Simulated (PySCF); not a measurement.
**2-Oxazoline: geometry, NMR shifts, spin-spin couplings, electronic excitations and core binding energies**

Wanted: the NMR shifts, spin-spin couplings, electronic excitations and core binding energies of 2-Oxazoline (`C1=NCCO1`), by calculation.

Computed with PySCF 2.14.0, with density-fitted response routines of our own, on a single molecule in the gas phase. Atoms count from 0, in the outputs and in this text.

## 1. The starting structure

10 atoms, charge 0, multiplicity 1; geometry from: MMFF94s.

Bonds of the start (Å): C0–N1 1.29, N1–C2 1.47, C2–C3 1.51, C3–O4 1.42, O4–C0 1.35, C0–H5 1.10, C2–H6 1.10, C2–H7 1.09, C3–H8 1.09, C3–H9 1.10.

## 2. Geometry optimisation at PBE0-D3(BJ)/def2-SVP

What the job is given:

```
{"job": {"xc": "PBE0", "basis": "def2-SVP", "d3": "d3bj", "grid": 1, "kind": "geom"}, "charge": 0, "multiplicity": 1}
C      1.383700    -0.403610     0.080942
N      0.496344    -1.319209    -0.096672
C     -0.771915    -0.585706    -0.015825
C     -0.386574     0.876140    -0.054318
O      1.006230     0.883847     0.218951
H      2.470356    -0.552478     0.133715
H     -1.279458    -0.836264     0.922238
H     -1.438915    -0.846953    -0.843115
H     -0.923680     1.464747     0.695234
H     -0.556087     1.319486    -1.041150
```

Command:

```console
OMP_NUM_THREADS=1 python probes_run.py task.json out
```

One launch serves the whole session: the jobs run in the order shown.

**Question.** This job is followed by: GIAO PBE0/pcSseg-1 NMR shielding, non-relativistic, gas phase; B3LYP/pcJ-1 indirect spin-spin coupling, non-relativistic, gas phase; TDDFT CAM-B3LYP/def2-SVPD, vertical, gas phase, core orbitals frozen in the response; GIAO PBE0/pcSseg-2 NMR shielding, non-relativistic, gas phase; delta-SCF UKS SCAN, pcX-2 on the ionised atom, pcseg-1 elsewhere, spin-free X2C. Predict these results of the whole session: rotational constants (main isotopes); ¹³C shifts against TMS (PBE0/pcSseg-1); ¹H shifts against TMS (PBE0/pcSseg-1, means over atoms taken as alike); ¹⁵N shifts against NH3 (PBE0/pcSseg-1); ¹⁷O shifts against H2O (PBE0/pcSseg-1); surface potential, 1st and 99th percentile; largest coupling of the table (B3LYP/pcJ-1); lowest singlet (CAM-B3LYP/def2-SVPD); brightest single state of those computed; lowest triplet; vertical ionisation energy (ΔSCF); C1s binding energies, SCAN/pcX-2 (standing for 2 of 3 atoms); N1s binding energies, SCAN/pcX-2; O1s binding energies, SCAN/pcX-2; range of the shift of C0.

**Answer**, as computed:

| quantity | value |
| --- | --- |
| rotational constants (main isotopes) | 8.60, 8.22, 4.44 GHz |
| ¹³C shifts against TMS (PBE0/pcSseg-1) | 160.4, 66.4, 56.2 ppm |
| ¹H shifts against TMS (PBE0/pcSseg-1, means over atoms taken as alike) | 6.35, 3.96, 3.83 ppm |
| ¹⁵N shifts against NH3 (PBE0/pcSseg-1) | 256.8 ppm |
| ¹⁷O shifts against H2O (PBE0/pcSseg-1) | 181.4 ppm |
| surface potential, 1st and 99th percentile | -1.89 V and 1.13 V |
| largest coupling of the table (B3LYP/pcJ-1) | ¹J(C,H) C0–H5, 225.1 Hz |
| lowest singlet (CAM-B3LYP/def2-SVPD) | 6.53 eV (190 nm), f = 0.006 |
| brightest single state of those computed | state 3, 6.89 eV, f = 0.089 |
| lowest triplet | 4.69 eV |
| vertical ionisation energy (ΔSCF) | 9.72 eV |
| C1s binding energies, SCAN/pcX-2 (standing for 2 of 3 atoms) | C3 292.65, C2 291.80 eV |
| N1s binding energies, SCAN/pcX-2 | N1 404.50 eV |
| O1s binding energies, SCAN/pcX-2 | O4 539.37 eV |
| range of the shift of C0 | 160.4 to 164.7 ppm |

The optimisation took 6 steps and gained 0.065 eV; among the close pairs (by a distance rule), C2–C3 changed most, from 1.512 to 1.544 Å. No frequency check was run at this level, so the end point may be a saddle. At PBE0/pcSseg-1: Shielding is most anisotropic at N1 (span 399 ppm, paramagnetic term -319 ppm). Of the pairs tabulated at B3LYP/pcJ-1, C0–H5 couples most strongly (225.1 Hz; Fermi contact 224.4 Hz). Couplings across rotatable bonds belong to this one conformer; where others are populated, the observed values are averages. The lowest singlet, at 6.53 eV, is HOMO−1→LUMO+1 0.93 and is weak; of the 10 states computed, the strongest absorption comes from states 2 to 3 together at 6.89 eV. The lowest triplet lies 1.83 eV below the lowest singlet (triplets in Tamm-Dancoff, singlets in full TDDFT). ΔSCF puts the ionisation energy at 9.72 eV, 1.02 eV above −ε(HOMO). C3 (sp3 CH2 bonded to O) binds its C1s electron 0.85 eV more tightly than C2 (sp3 CH2 bonded to N). Only 2 of the 3 C atoms are covered by sound results. Across the 2 runs the shift of C0 moves most, between 160.4 (PBE0/pcSseg-1) and 164.7 ppm (PBE0/pcSseg-2).
